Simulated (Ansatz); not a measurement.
A nudged elastic band was laid between two geometries of C$_{3}$H$_{5}$NO (10 atoms, charge 0, multiplicity 1).

Theory: RKS PBE/def2-SVP (Ansatz 0.2.0).

```json
{
  "movable images": "7",
  "climbing image": "yes",
  "spring": "5.0 eV/Å²",
  "optimiser": "quadratic models (default)",
  "start path": "through a guess of the saddle point",
  "force threshold": "0.2 eV/Å",
  "iteration limit": "60",
  "end points": "relaxed"
}
```

Initial state:

```xyz
10
Properties=species:S:1:pos:R:3
O -0.942 1.223 -1.368
C -0.236 0.363 -0.592
C 0.303 -0.869 -0.796
N 0.441 -1.191 0.608
C -0.085 0.182 0.911
H -0.906 2.105 -0.954
H 0.479 -1.545 -1.645
H 1.420 -1.316 0.914
H -1.034 0.155 1.490
H 0.644 0.841 1.434
```

Final state:

```xyz
10
Properties=species:S:1:pos:R:3
O -0.863 1.587 -0.934
C -0.237 0.512 -0.402
C 0.261 -0.698 -0.780
N 0.403 -1.206 0.572
C -0.061 0.146 1.051
H -0.947 1.448 -1.896
H 0.423 -1.260 -1.712
H 1.386 -1.385 0.837
H -0.992 0.091 1.654
H 0.710 0.714 1.614
```

(1) What changes between the two ends?

(2) What energy profile does the band end with?

(3) What is the geometry of the highest image?

Results:

(1) No bond is made or broken. The dihedral H6–O1–C2–C3 goes from -163 to -3°.

(2) The forces met the threshold. The highest image is number 4 of 0 to 8, 8.3 kJ/mol above the first end and 12.7 kJ/mol above the last; the last end lies 4.3 kJ/mol below the first. The threshold of 0.2 eV/Å is loose, so the images may lie well off the minimum-energy path. Another band between the same ends (7 images) ends at a top of the same energy, where a vibrational analysis finds 1 clearly imaginary mode.

```
image  path coordinate (Å)  energy (kJ/mol)  dihedral H6–O1–C2–C3 (°)
    0                 0.00              0.0                      -163
    1                 0.23              0.9                      -146
    2                 0.46              3.5                      -128
    3                 0.70              6.8                      -109
    4                 0.93              8.3                       -88
    5                 1.16              6.3                       -65
    6                 1.39              1.5                       -41
    7                 1.62             -2.8                       -19
    8                 1.85             -4.3                        -3
```

(3) 
```xyz
10
Properties=species:S:1:pos:R:3
O -1.146 1.303 -1.108
C -0.336 0.407 -0.473
C 0.277 -0.773 -0.779
N 0.472 -1.183 0.581
C -0.122 0.128 1.008
H -0.592 1.947 -1.582
H 0.520 -1.358 -1.680
H 1.452 -1.319 0.874
H -1.038 0.007 1.624
H 0.596 0.789 1.539
```

Time of the run: 88 s on 2 threads of Intel(R) Xeon(R) Platinum 8488C (Sapphire Rapids), with other jobs on the host, peak memory 0.2 GiB.
